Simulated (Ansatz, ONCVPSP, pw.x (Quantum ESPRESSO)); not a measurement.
What a changed setting does to a pw.x run (fcc Al)

Potential: optimised norm-conserving Vanderbilt (ONCV), ONCVPSP 4.0.1.1 (patched build), PBE; core [Ne], reference 3s2; waves: 3s: rc 1.90 bohr, ncon 5, nbas 9, qcut 4.4 1/bohr, 2 projectors, debl 2.9 Ha; p scattering state at 0.29 Ha: rc 2.05 bohr, ncon 4, nbas 8, qcut 4.8 1/bohr, 2 projectors, debl 0.25 Ha; d scattering state at 0.4 Ha: rc 2.05 bohr, ncon 3, nbas 6, qcut 4.7 1/bohr, 2 projectors, debl 3.6 Ha; local part: polynomial inside 1.60 bohr (lpopt 5, dvloc0 0 Ha); core correction: polynomial model core, fcfact 0.25. In the p channel the program set the typed energies aside and used 0.050, 0.300 Ha.

The reference run (k-mesh 14³, cutoffs 50/200 Ry, Fermi–Dirac 0.01 Ry, mixing_beta 0.4, conv_thr 1e-9, no spin) gives -0.75 GPa at 16.527 Å³/atom, where all-electron LAPW gives -0.17 GPa. This run, with its own iteration cap, changes k-mesh shift to 1.

```
&control
  calculation='scf', prefix='x', pseudo_dir='./', outdir='./tmp', tstress=.true., disk_io='none'
/
&system
  ibrav=0, nat=1, ntyp=1, ecutwfc=50, ecutrho=200, nbnd=8,
  occupations='smearing', smearing='fd', degauss=0.01
/
&electrons
  conv_thr=1e-09, mixing_beta=0.4, electron_maxstep=60
/
ATOMIC_SPECIES
Al 1.0 Al.UPF
CELL_PARAMETERS angstrom
  0.00000000 2.02172157 2.02172157
  2.02172157 0.00000000 2.02172157
  2.02172157 2.02172157 0.00000000
ATOMIC_POSITIONS crystal
Al 0.0000 0.0000 0.0000
K_POINTS automatic
14 14 14 1 1 1
```

```bash
pw.x < Al.scf.in > Al.scf.out
```

Q: How does the run end?

A: It converges in 6 iterations; the free energy moves by -4.5 meV/atom and the pressure by +0.10 GPa.

```
Message from routine setup:
     using ibrav=0 with symmetry is DISCOURAGED, use correct ibrav instead
     lattice parameter (alat)  =       5.4030  a.u.
     unit-cell volume          =     111.5297 (a.u.)^3
     number of electrons       =         3.00
     number of Kohn-Sham states=            8
     kinetic-energy cutoff     =      50.0000  Ry
     charge density cutoff     =     200.0000  Ry
     scf convergence threshold =      1.0E-09
     Exchange-correlation= PBE
     number of k points=   280  Fermi-Dirac smearing, width (Ry)=  0.0100
     iteration #  1     ecut=    50.00 Ry     beta= 0.40
     total energy              =      -5.36652892 Ry
     estimated scf accuracy    <       0.02894719 Ry
     iteration #  2     ecut=    50.00 Ry     beta= 0.40
     total energy              =      -5.36412009 Ry
     estimated scf accuracy    <       0.00995322 Ry
     iteration #  3     ecut=    50.00 Ry     beta= 0.40
     total energy              =      -5.36432461 Ry
     estimated scf accuracy    <       0.00000993 Ry
     iteration #  4     ecut=    50.00 Ry     beta= 0.40
     total energy              =      -5.36433386 Ry
     estimated scf accuracy    <       0.00000691 Ry
     iteration #  5     ecut=    50.00 Ry     beta= 0.40
     total energy              =      -5.36433403 Ry
     estimated scf accuracy    <          8.8E-09 Ry
     iteration #  6     ecut=    50.00 Ry     beta= 0.40
     the Fermi energy is     7.8990 ev
!    total energy              =      -5.36433405 Ry
     estimated scf accuracy    <          2.3E-10 Ry
     smearing contrib. (-TS)   =      -0.00191491 Ry
     The total energy is F=E-TS. E is the sum of the following terms:
     one-electron contribution =       2.92701694 Ry
     hartree contribution      =       0.00802718 Ry
     xc contribution           =      -2.89715462 Ry
     ewald contribution        =      -5.40030864 Ry
     convergence has been achieved in   6 iterations
          total   stress  (Ry/bohr**3)                   (kbar)     P=       -6.42
     Message from routine punch:
     Nothing written, as per user request (disk_io='none')
```

The run took about 15 s on one core of a shared host (Neoverse-V1, 32 threads, 247 GiB, load 10).
